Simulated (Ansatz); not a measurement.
Harmonic frequencies (cm⁻¹) at PBE0-D4/def2-TZVP from Ansatz: 344, 344, 344, 519, 519, 519, 610, 610, 610, 646, 646, 779, 961, 961, 961.

Q: Which molecule is it?
A. `O=P(O)(O)O`
B. P₄
C. `FS(F)(F)(F)(F)F`
D. `CC=N`

A: C.
